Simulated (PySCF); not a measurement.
# SiH2Cl2 (dichlorosilane (DCS)): FCI/STO-6G

What is the energy change on altering one bond length of SiH2Cl2 (dichlorosilane (DCS)) at FCI/STO-6G? 

Program for the calculation: PySCF 2.14.0.

11 further runs of the same task are left out: 11 set aside as unsound or not needed.

**1. The structure to begin with**

SiH2Cl2 has 5 atoms, charge 0, and is taken as a singlet. As SMILES, `Cl[SiH2]Cl`. The coordinates come from a PBE0-D4/def2-TZVP relaxation.

Bond lengths: Cl1–Si2 2.040 Å, Si2–Cl3 2.040 Å, Si2–H4 1.476 Å, Si2–H5 1.476 Å. Angles: Cl1–Si2–Cl3 110.1°, Cl1–Si2–H4 108.5°, Cl1–Si2–H5 108.5°, Cl3–Si2–H4 108.5°, Cl3–Si2–H5 108.5°, H4–Si2–H5 112.7°.

**2. The energy at FCI/STO-6G**

input.py

```python
from pyscf import gto, mcscf

system = gto.M(
    atom=[
    ('Cl', (-1.036100, -0.393400, 1.609300)),
    ('Si', (0.136800, -0.071700, -0.028900)),
    ('Cl', (-0.799200, 1.196800, -1.324000)),
    ('H', (0.352000, -1.362200, -0.711200)),
    ('H', (1.396500, 0.556600, 0.413400)),
],
    max_memory=1860,
    basis='sto-6g',
    spin=0,
    charge=0,
    verbose=3,
)

mf = system.RHF()
mf.conv_tol = 1e-10
mf.kernel()
if not mf.converged:
    mf = mf.newton().run(mf.mo_coeff, mf.mo_occ)

cas = mcscf.CASCI(mf, mf.mo_coeff.shape[-1] - 15, (system.nelec[0] - 15, system.nelec[1] - 15))  # full CI above the frozen core
cas.fix_spin_(ss=0.0)
cas.kernel()
energy = cas.e_tot
print('E = %.10f Eh' % energy)
```

Command:

```sh
OMP_NUM_THREADS=1 python input.py
```

Standard output:

```text
converged SCF energy = -1205.13599835783
CASCI E = -1205.20025589227  E(CI) = -64.5582123170782  S^2 = 0.0000000
E = -1205.2002558923 Eh
```

It took 26 s on 1 thread of Arm Neoverse V2, shared host; peak memory 0.3 GiB.

**3. The distorted shape, same level**

job.py

```python
from pyscf import gto, mcscf

mol = gto.M(
    atom='''
Cl  -0.287293  -1.408209   2.645390
Si   0.885607  -1.086509   1.007190
Cl  -0.799200   1.196800  -1.324000
H    1.100807  -2.377009   0.324890
H    2.145307  -0.458209   1.449490
''',
    verbose=3,
    spin=0,
    basis='sto-6g',
    max_memory=1860,
)

mf = mol.RHF()
mf.conv_tol = 1e-10
mf.kernel()
if not mf.converged:
    mf = mf.newton().run(mf.mo_coeff, mf.mo_occ)

cas = mcscf.CASCI(mf, mf.mo_coeff.shape[-1] - 15, (mol.nelec[0] - 15, mol.nelec[1] - 15))  # full CI above the frozen core
cas.fix_spin_(ss=0.0)
cas.kernel()
e_tot = cas.e_tot
print('Final energy', e_tot)
```

Command:

```sh
OMP_NUM_THREADS=1 python job.py
```

Standard output:

```text
converged SCF energy = -1204.8989622395
CASCI E = -1205.04598944049  E(CI) = -57.9745161043652  S^2 = 0.0000000
Final energy -1205.0459894404898
```

Run time: 56 s. Hardware: 1 thread of Arm Neoverse V2, shared host; peak memory 0.34 GiB.

**4. Summary of results**

Level: FCI/STO-6G, 15 core orbitals frozen.

| quantity | value |
| --- | --- |
| first shape: total energy | -1205.20026 Eh |
| first shape: dipole moment (Hartree–Fock density) | 2.96 D |
| first shape: HOMO energy (Hartree–Fock orbitals) | -10.81 eV |
| first shape: LUMO energy (Hartree–Fock orbitals) | 7.92 eV |
| first shape: HOMO–LUMO gap (Hartree–Fock orbitals) | 18.73 eV |
| first shape: correlation energy (15 core orbitals frozen) | -64.3 mEh |
| distorted shape: total energy | -1205.04599 Eh |
| distorted shape: dipole moment (Hartree–Fock density) | 7.78 D |
| distorted shape: HOMO energy (Hartree–Fock orbitals) | -6.18 eV |
| distorted shape: LUMO energy (Hartree–Fock orbitals) | -0.48 eV |
| distorted shape: HOMO–LUMO gap (Hartree–Fock orbitals) | 5.71 eV |
| distorted shape: correlation energy (15 core orbitals frozen) | -147.0 mEh |
| energy change with the Si2–Cl3 bond stretched from 2.040 to 3.672 Å | 4.198 eV |

What this shows: With the Si2–Cl3 bond stretched from 2.040 to 3.672 Å the energy rises by 4.20 eV (405 kJ/mol). The first shape isn't relaxed at this level, so the change isn't measured from a minimum. The minimal basis adds a large error of its own.
